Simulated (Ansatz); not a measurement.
# H₂O (triplet): from Hartree-Fock to the top rungs, def2-TZVPP

An exercise on one series of results from a longer session: the logs are not shown, and one member is left open.

The runs use Ansatz 0.2.0, Gaussian basis; def2-TZVPP, core rule «outside noble gas», up to 1 orbitals frozen.

To be run: UHF; ROHF; CCSD(T) on UHF.

2 further runs of the same task are left out: 2 set aside as unsound or not needed.

**The geometry**

The geometry is a PBE0/def2-TZVP stationary point (not a proven minimum) of the parent state, kept for this charge and spin.

3 atoms, charge 0, spin multiplicity 3.

Atoms are counted from 1 here; the program's logs count them from 0.

Bond lengths: O1–H2 0.960 Å, O1–H3 0.960 Å. Angles: H2–O1–H3 105.1°.

Coordinates:

```csv
atom,x (Å),y (Å),z (Å)
O1,0.0000,-0.0653,0.0000
H2,0.0000,0.5184,-0.7615
H3,0.0000,0.5184,0.7615
```

Set-up of the first run:

Contents of in.yaml:

```yaml
crystal:
  periodic: [false, false, false]
  atoms:
    - {symbol: O, position_ang: [0.000000, -0.065318, 0.000000]}
    - {symbol: H, position_ang: [0.000000, 0.518410, -0.761550]}
    - {symbol: H, position_ang: [0.000000, 0.518410, 0.761550]}
basis:
  gaussian: {orbitals: def2-TZVPP}
magnetization: {spin_polarized: true, initial_magnetization: 2}
hamiltonian: {xc: hf}
output: {orbitals: {seedname: orbitals}}
```

Started as:

```bash
$ ansatz run in.yaml --threads 1 --pin off --events-out ev --progress --plain --max-ram 2816MiB --backend cpu
```

Steps of the session up to this table: UHF; ROHF; CCSD(T) on UHF.

One table of the session follows, with a row left open; its other results are not shown here.

| method | from UCCSD(T) (kcal/mol) |
| --- | --- |
| ROHF | +149.31 |
| UHF | ? |
| UMP2 | +13.68 |
| UCCSD | +3.66 |
| UCCSD(T) | 0 |

Estimate the missing values for UHF.

As computed: from UCCSD(T) (kcal/mol): +145.65. In the column «from UCCSD(T) (kcal/mol)» it lies between UMP2 (+13.68) and ROHF (+149.31).
